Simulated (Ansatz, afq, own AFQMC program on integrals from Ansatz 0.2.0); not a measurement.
# Where AFQMC and coupled cluster stand for CH3Al, singlet

```csv
atom,x (Å),y (Å),z (Å)
Al,-0.1131,0.0000,2.8387
C,0.0725,0.0000,-2.0247
H,0.0704,0.0000,4.4007
H,-0.0149,0.9125,-2.6074
H,-0.0149,-0.9125,-2.6074
```

Connectivity, by distances: AlH ··· CH2.

Basis cc-pVDZ. Noble-gas cores (and the filled d shells of Ga–Kr and In–Xe) are frozen. Ansatz 0.2.0 and our own AFQMC program on the same integrals; the CISD trial comes from CCSD amplitudes, and released means the phaseless constraint is let go. Error bars are statistical, one sigma.

Determinant: RHF, the one that the program's search chose, which needn't be the lowest solution. The geometry is a point of a scan.

No full CI on the walks' own integrals is used here; CCSDT(Q) serves as the reference and is uncertain by about the last step of the cluster series.

Cautions: higher spins were not checked; restricted determinant unstable towards unrestricted (UHF 732 meV lower, ⟨S²⟩ 1.02); CCSDT(Q) on the UHF determinant differs (552 meV lower), perhaps since the unrestricted series falls towards higher spin.

* T1 diagnostic: 0.0100
* weight of the determinant in the CISD state: 0.847
* size of the correlated space: 10 electrons in 41 orbitals

Reference: CCSDT(Q), correlation energy -5.893 eV. The released energy is read at 2.40 1/Eh (meV from the phaseless value at times in 1/Eh: -7 ± 20 at 0.24, 10 ± 22 at 0.51, 26 ± 21 at 0.99, 1 ± 26 at 1.62, 7 ± 29 at 2.40).

| level | E − E(reference) (kJ/mol) | share of correlation (%) |
| --- | --- | --- |
| HF | 568.6 | 0.00 |
| MP2 | 144.8 | 74.53 |
| CCSD | 14.2 | 97.51 |
| CCSD(T) | 3.7 | 99.35 |
| CCSDT | 0.5 | 99.91 |
| ph-AFQMC/CISD | 0.8 ± 1.7 | 99.85 |
| released AFQMC | 1.5 ± 2.8 | 99.74 |

A walk keeps the symmetry of its determinant, which the program's search chose and which needn't be the lowest solution, so a lower state of the same spin and another symmetry isn't excluded. Released energies are given only where the last usable release times agree within the noise; a slower fall can still hide under it.
